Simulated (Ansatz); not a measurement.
Reaction (SMILES): FC=C → [C](=C)F + H atom
B3LYP-D3(BJ)/def2-TZVP geometries, fixed; electronic energies without zero-point terms.

Basis-set convergence of the bond dissociation energy at wB97M-V with Ansatz (a program for electronic structure). All functions are spherical. The program fits the integrals of some runs and decomposes those of others, by size. Open shells are unrestricted. The functional holds VV10 correlation; no added dispersion term, no relativity. Functions are those of the species that has most. Reference: the value in aug-pcseg-3, 119.45 kcal/mol, itself unsure by roughly 0.02 kcal/mol (its mean distance from aug-cc-pVQZ, def2-QZVPPD, pcseg-3). Deviations are taken from unrounded values.

| basis | functions |
|---|---|
| def2-SV(P) | 48 |
| def2-SVP | 57 |
| def2-SVPD | 87 |
| def2-TZVP | 111 |
| def2-TZVPP | 135 |
| def2-TZVPD | 141 |
| def2-TZVPPD | 165 |
| def2-QZVPP | 261 |
| def2-QZVPPD | 291 |

**Question.** Which is the smallest def2 set listed that can be trusted to 1 kcal/mol here, that is, within that of the reference together with its larger relatives (same family, alike in diffuse functions; a set with none to test it counts only in the reference's own line)?

**Answer.** The smallest set listed that lies within 1 kcal/mol of the reference with all its larger relatives (same family, alike in diffuse functions; a set with none counts only in the reference's own line) is def2-SVP (57 functions, -0.21 kcal/mol off). Value minus reference: def2-SV(P) -1.78, def2-SVP -0.21, def2-SVPD 1.14, def2-TZVP -0.34, def2-TZVPP 0.01, def2-TZVPD -0.16, def2-TZVPPD 0.14, def2-QZVPP -0.04, def2-QZVPPD -0.04 kcal/mol.
